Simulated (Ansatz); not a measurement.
A run of Ansatz (development build ahead of 0.2.0) on singlet C2H2 at this shape:

```xyz
4

C     0.0000    0.0000    0.6081
C     0.0000    0.0000   -0.6081
H     0.0000    0.0000   -1.7240
H     0.0000    0.0000    1.7240
```

Its results:

```
Converged                                                          : yes
Reference energy                                                   : -76.84247 hartree
Correlation energy                                                 : -0.31269 hartree
Total energy                                                       : -77.15516 hartree
Spin squared of the determinant                                    : 0.000
Stability test                                                     : minimum among restricted orbitals
Occupied orbitals by symmetry in an Abelian subgroup (alpha; beta) : 3 Ag 2 B1u 1 B2u 1 B3u; 3 Ag 2 B1u 1 B2u 1 B3u
```

Forces (eV/Å):
```
atom     Fx     Fy      Fz
  C1  0.000  0.000   1.526
  C2  0.000  0.000  -1.526
  H3  0.000  0.000   1.903
  H4  0.000  0.000  -1.903
```

(1) Which input gives this output? Name the method, the orbitals and the basis set, and write the input.

## Answers

(1) RHF-MP2 in cc-pVTZ. An unrestricted run that stays on the closed shell gives the same numbers.

```yaml
crystal:
  periodic: [false, false, false]
  atoms:
    - { symbol: C, position_ang: [0.0, 0.0, 0.60808] }
    - { symbol: C, position_ang: [0.0, 0.0, -0.60808] }
    - { symbol: H, position_ang: [0.0, 0.0, -1.72399] }
    - { symbol: H, position_ang: [0.0, 0.0, 1.72399] }
basis:
  gaussian: { orbitals: cc-pVTZ }
hamiltonian:
  xc: hf
correlation:
  method: mp2
  frozen_orbitals: { C: 1, H: 0 }
output:
  forces: true
```
